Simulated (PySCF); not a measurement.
# BF2 (SMILES F[B]F): UPBE0/STO-3G

What is the energy change on altering one bond length of BF2 at UPBE0/STO-3G? Input form: a Python script.

The calculation is run with PySCF 2.14.0.

13 further runs of the same task are left out: 4 that didn't finish, 9 set aside as unsound or not needed.

## (1) The molecule

BF2: 3 atoms, total charge 0, spin state doublet. SMILES: `F[B]F`. The coordinates come from a PBE0-D4/def2-TZVP relaxation.

Bond lengths: F1–B2 1.306 Å, B2–F3 1.306 Å. Angles: F1–B2–F3 121.1°.

## (2) The energy at UPBE0/STO-3G

File run.py:

```python
from pyscf import gto, dft

molecule = gto.Mole()
molecule.atom = '''
F      0.969618    -1.973441     0.302356
B      0.527234     0.454479     0.342607
F     -1.517261     1.396319    -0.670097
'''
molecule.basis = 'sto-3g'
molecule.unit = 'bohr'
molecule.spin = 1
molecule.verbose = 4
molecule.max_memory = 1860
molecule.build()

mf = dft.UKS(molecule)
mf.xc = 'pbe0'
mf.grids.level = 5
mf.conv_tol = 1e-10
mf.kernel()
if not mf.converged:
    mf = mf.newton().run(mf.mo_coeff, mf.mo_occ)

etot = mf.e_tot
print('Final energy', etot)
```

Launch:

```bash
$ OMP_NUM_THREADS=1 python run.py
```

Output:

```text
PySCF version 2.14.0

[INPUT] num. atoms = 3
[INPUT] num. electrons = 23
[INPUT] charge = 0
[INPUT] spin (= nelec alpha-beta = 2S) = 1
[INPUT] symmetry False subgroup None
[INPUT] Mole.unit = bohr
[INPUT] Symbol           X                Y                Z      unit          X                Y                Z       unit  Magmom
[INPUT]  1 F      0.513099748898  -1.044300004295   0.159999904785 AA    0.969618000000  -1.973441000000   0.302356000000 Bohr   0.0
[INPUT]  2 B      0.279000217622   0.240499929642   0.181299816702 AA    0.527234000000   0.454479000000   0.342607000000 Bohr   0.0
[INPUT]  3 F     -0.802899944218   0.738900193975  -0.354600061506 AA   -1.517261000000   1.396319000000  -0.670097000000 Bohr   0.0

nuclear repulsion = 55.302284088607
number of shells = 9
number of NR pGTOs = 45
number of NR cGTOs = 15
basis = sto-3g
ecp = {}

******** <class 'pyscf.dft.uks.UKS'> ********
method = UKS
initial guess = minao
damping factor = 0
level_shift factor = 0
DIIS = <class 'pyscf.scf.diis.CDIIS'>
diis_start_cycle = 1
diis_space = 8
diis_damp = 0
SCF conv_tol = 1e-10
SCF conv_tol_grad = None
SCF max_cycles = 50
direct_scf = True
direct_scf_tol = 1e-13
number electrons alpha = 12  beta = 11
XC library pyscf.dft.libxc version 7.0.0
    S. Lehtola, C. Steigemann, M. J.T. Oliveira, and M. A.L. Marques.,  SoftwareX 7, 1–5 (2018)
XC functionals = pbe0
radial grids:
    Treutler-Ahlrichs [JCP 102, 346 (1995); DOI:10.1063/1.469408] (M4) radial grids

becke partition: Becke, JCP 88, 2547 (1988); DOI:10.1063/1.454033
pruning grids: <function nwchem_prune>
grids dens level: 5
symmetrized grids: False
atomic radii adjust function: <function treutler_atomic_radii_adjust>
small_rho_cutoff = 0
Set gradient conv threshold to 1e-05
tot grids = 130920
init E= -221.408931604263
[... the frontier-level lines of each cycle are left out ...]


cycle= 1 E= -221.073152230949  delta_E= 0.336  |g|= 0.319  |ddm|= 1.68
cycle= 2 E= -221.041064932568  delta_E= 0.0321  |g|= 0.426  |ddm|= 0.906
cycle= 3 E= -221.153631638409  delta_E= -0.113  |g|= 0.00678  |ddm|= 0.473
cycle= 4 E= -221.153734897452  delta_E= -0.000103  |g|= 0.002  |ddm|= 0.0256
cycle= 5 E= -221.153742336392  delta_E= -7.44e-06  |g|= 0.000332  |ddm|= 0.00686
cycle= 6 E= -221.153742560123  delta_E= -2.24e-07  |g|= 0.000124  |ddm|= 0.00122
cycle= 7 E= -221.153742570926  delta_E= -1.08e-08  |g|= 4.77e-05  |ddm|= 0.000218
cycle= 8 E= -221.153742573295  delta_E= -2.37e-09  |g|= 3.32e-06  |ddm|= 9.79e-05
cycle= 9 E= -221.153742573316  delta_E= -2.06e-11  |g|= 2.27e-07  |ddm|= 1.1e-05
Extra cycle  E= -221.153742573316  delta_E= -5.68e-13  |g|= 1.45e-07  |ddm|= 5.61e-07
converged SCF energy = -221.153742573316  <S^2> = 0.75224944  2S+1 = 2.0022482
Final energy -221.15374257331626
```

Run time: 2.3 s. Hardware: 1 thread of Arm Neoverse V2, shared host; peak memory 0.19 GiB.

## (3) The distorted shape at the same level

File job.py:

```python
from pyscf import gto, dft

system = gto.Mole()
system.atom = '''
F    0.700375  -2.072112   0.142960
B    0.279000   0.240500   0.181300
F   -0.802900   0.738900  -0.354600
'''
system.basis = 'sto-3g'
system.max_memory = 1860
system.spin = 1
system.verbose = 4
system.build()

ks = dft.UKS(system, xc='pbe0')
ks.grids.level = 5
ks.conv_tol = 1e-10
ks.kernel()
if not ks.converged:
    ks = ks.newton().run(ks.mo_coeff, ks.mo_occ)

e_final = ks.e_tot
print('E = %.10f Eh' % e_final)
```

Launch:

```bash
$ OMP_NUM_THREADS=1 python job.py
```

Output:

```text
PySCF version 2.14.0

[INPUT] num. atoms = 3
[INPUT] num. electrons = 23
[INPUT] charge = 0
[INPUT] spin (= nelec alpha-beta = 2S) = 1
[INPUT] symmetry False subgroup None
[INPUT] Mole.unit = angstrom
[INPUT] Symbol           X                Y                Z      unit          X                Y                Z       unit  Magmom
[INPUT]  1 F      0.700375000000  -2.072112000000   0.142960000000 AA    1.323516934492  -3.915724179425   0.270155246768 Bohr   0.0
[INPUT]  2 B      0.279000000000   0.240500000000   0.181300000000 AA    0.527233588754   0.454479132958   0.342607346384 Bohr   0.0
[INPUT]  3 F     -0.802900000000   0.738900000000  -0.354600000000 AA   -1.517261105413   1.396318633441  -0.670096883771 Bohr   0.0

nuclear repulsion = 41.6454073884156
number of shells = 9
number of NR pGTOs = 45
number of NR cGTOs = 15
basis = sto-3g
ecp = {}

******** <class 'pyscf.dft.uks.UKS'> ********
method = UKS
initial guess = minao
damping factor = 0
level_shift factor = 0
DIIS = <class 'pyscf.scf.diis.CDIIS'>
diis_start_cycle = 1
diis_space = 8
diis_damp = 0
SCF conv_tol = 1e-10
SCF conv_tol_grad = None
SCF max_cycles = 50
direct_scf = True
direct_scf_tol = 1e-13
number electrons alpha = 12  beta = 11
XC library pyscf.dft.libxc version 7.0.0
    S. Lehtola, C. Steigemann, M. J.T. Oliveira, and M. A.L. Marques.,  SoftwareX 7, 1–5 (2018)
XC functionals = pbe0
radial grids:
    Treutler-Ahlrichs [JCP 102, 346 (1995); DOI:10.1063/1.469408] (M4) radial grids

becke partition: Becke, JCP 88, 2547 (1988); DOI:10.1063/1.454033
pruning grids: <function nwchem_prune>
grids dens level: 5
symmetrized grids: False
atomic radii adjust function: <function treutler_atomic_radii_adjust>
small_rho_cutoff = 0
Set gradient conv threshold to 1e-05
tot grids = 130920
init E= -220.836373760425
[... the frontier-level lines of each cycle are left out ...]

cycle= 1 E= -220.608384496323  delta_E= 0.228  |g|= 0.374  |ddm|= 1.47
cycle= 2 E= -208.537712562256  delta_E= 12.1  |g|= 1.87  |ddm|= 4.15
cycle= 3 E= -220.758708079247  delta_E= -12.2  |g|= 0.595  |ddm|= 3.94
cycle= 4 E= -220.742522140982  delta_E= 0.0162  |g|= 0.503  |ddm|= 0.827
cycle= 5 E= -220.71500876438  delta_E= 0.0275  |g|= 0.539  |ddm|= 0.126
cycle= 6 E= -220.812771443114  delta_E= -0.0978  |g|= 0.39  |ddm|= 0.393
cycle= 7 E= -220.892662644651  delta_E= -0.0799  |g|= 0.248  |ddm|= 0.235
cycle= 8 E= -220.962036244176  delta_E= -0.0694  |g|= 0.0722  |ddm|= 0.401
cycle= 9 E= -220.970839728806  delta_E= -0.0088  |g|= 0.00608  |ddm|= 0.219
cycle= 10 E= -220.970933277635  delta_E= -9.35e-05  |g|= 0.00248  |ddm|= 0.028
cycle= 11 E= -220.970958651585  delta_E= -2.54e-05  |g|= 0.00109  |ddm|= 0.0138
cycle= 12 E= -220.970970919365  delta_E= -1.23e-05  |g|= 0.000721  |ddm|= 0.011
cycle= 13 E= -220.970979912078  delta_E= -8.99e-06  |g|= 0.000488  |ddm|= 0.0128
cycle= 14 E= -220.970983055279  delta_E= -3.14e-06  |g|= 0.000418  |ddm|= 0.00533
cycle= 15 E= -220.970990137557  delta_E= -7.08e-06  |g|= 0.000275  |ddm|= 0.0159
cycle= 16 E= -220.970994244091  delta_E= -4.11e-06  |g|= 0.000102  |ddm|= 0.0206
cycle= 17 E= -220.970994387925  delta_E= -1.44e-07  |g|= 1.07e-05  |ddm|= 0.00387
cycle= 18 E= -220.970994389372  delta_E= -1.45e-09  |g|= 2.39e-06  |ddm|= 0.000394
cycle= 19 E= -220.970994389393  delta_E= -2.09e-11  |g|= 6.46e-07  |ddm|= 2.82e-05
Extra cycle  E= -220.970994389394  delta_E= -1.02e-12  |g|= 6.29e-07  |ddm|= 2.49e-06
converged SCF energy = -220.970994389394  <S^2> = 0.79453896  2S+1 = 2.0440538
E = -220.9709943894 Eh
```

It took 3.9 s on 1 thread of Arm Neoverse V2, shared host; peak memory 0.19 GiB.

## (4) Results

At UPBE0/STO-3G:

```
                                                         quantity          value
                                        first shape: total energy  -221.15374 Eh
                                       first shape: dipole moment         0.18 D
                  first shape: HOMO energy (highest over α and β)       -2.58 eV
                   first shape: LUMO energy (lowest over α and β)        2.98 eV
                                                first shape: ⟨S²⟩          0.752
                                    distorted shape: total energy  -220.97099 Eh
                                   distorted shape: dipole moment         1.69 D
              distorted shape: HOMO energy (highest over α and β)       -4.05 eV
               distorted shape: LUMO energy (lowest over α and β)        1.18 eV
                                            distorted shape: ⟨S²⟩          0.795
energy change with the F1–B2 bond stretched from 1.306 to 2.351 Å       4.973 eV
```

In words: With the F1–B2 bond stretched from 1.306 to 2.351 Å the energy rises by 4.97 eV (115 kcal/mol). The first shape isn't relaxed at this level, so the change isn't measured from a minimum. The minimal basis adds a large error of its own. Mulliken charges (distorted shape) run from -0.06 on F3 to +0.12 on B2.
